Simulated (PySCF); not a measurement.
First SCF of a structure search on singlet H2CO, at a hand-made trigonal pyramidal geometry. PySCF input:

```python
from pyscf import gto, scf, dft
mol = gto.M(atom='''
C      0.000000    -0.650240     0.000010
O      0.085210     0.586810    -0.000010
H     -0.676160    -0.785400    -0.818220
H     -0.676160    -0.785410     0.818210''',
    basis={'C': 'def2-TZVP', 'O': 'def2-TZVP', 'H': 'def2-TZVP'},
    charge=0, spin=0)
mf = dft.RKS(mol, xc='PBE')
mf.grids.atom_grid = (50, 194)
aux = {'C': 'def2-universal-JKFIT', 'O': 'def2-universal-JKFIT', 'H': 'def2-universal-JKFIT'}
mf = mf.density_fit(auxbasis=aux)
mf.conv_tol = 1e-08
mf.diis_space = 10
mf.max_cycle = 60
mf.init_guess = 'minao'
mf.verbose = 4
mf.kernel()
```

Excerpt of the output (cycles and frontier levels):

```
init E= -114.525593955498
  HOMO = -0.295089934802995  LUMO = -0.192687305389466  gap/eV = 2.78652
cycle= 1 E= -114.201006649911  delta_E= 0.325  |g|= 0.78  |ddm|=  1.5
  HOMO = -0.0258121357822195  LUMO = -0.0180602287185554  gap/eV = 0.21094
cycle= 2 E= -113.149816429888  delta_E= 1.05  |g|= 2.25  |ddm|=  2.7
  HOMO = -0.195573362279482  LUMO = -0.140840675979778  gap/eV = 1.48935
cycle= 3 E= -114.320685242203  delta_E= -1.17  |g|= 0.121  |ddm|= 2.38
  HOMO = -0.216841352093944  LUMO = -0.170852602945242  gap/eV = 1.25142
cycle= 4 E= -114.32156124655  delta_E= -0.000876  |g|= 0.11  |ddm|= 0.163
  HOMO = -0.206378399775936  LUMO = -0.157427058059703  gap/eV = 1.33203
cycle= 5 E= -114.324482159446  delta_E= -0.00292  |g|= 0.013  |ddm|= 0.0804
  HOMO = -0.206722232753254  LUMO = -0.158138473275617  gap/eV = 1.32203
cycle= 6 E= -114.324525680646  delta_E= -4.35e-05  |g|= 0.00288  |ddm|= 0.0115
  HOMO = -0.206835150102116  LUMO = -0.158059112930975  gap/eV = 1.32726
cycle= 7 E= -114.324527714302  delta_E= -2.03e-06  |g|= 0.000559  |ddm|= 0.00196
  HOMO = -0.206831683358494  LUMO = -0.158049439665415  gap/eV = 1.32743
cycle= 8 E= -114.324527774421  delta_E= -6.01e-08  |g|= 6.18e-05  |ddm|= 0.00033
  HOMO = -0.206832586339374  LUMO = -0.158051418605222  gap/eV = 1.32740
cycle= 9 E= -114.324527774788  delta_E= -3.67e-10  |g|= 3.41e-05  |ddm|= 2.71e-05
  HOMO = -0.206841118653017  LUMO = -0.158053904624406  gap/eV = 1.32757
Extra cycle  E= -114.324527771335  delta_E= 3.45e-09  |g|= 0.000134  |ddm|= 8.01e-05
converged SCF energy = -114.324527771335
```

No lower solution of this spin was found by a stability analysis within the restricted form, which does not test spin polarisation.

The search for the lowest solution, with the stability check, took 3.1 s on 2 threads of a shared Arm Neoverse V1 host, with 74 basis functions; the process peaked at 0.28 GiB.
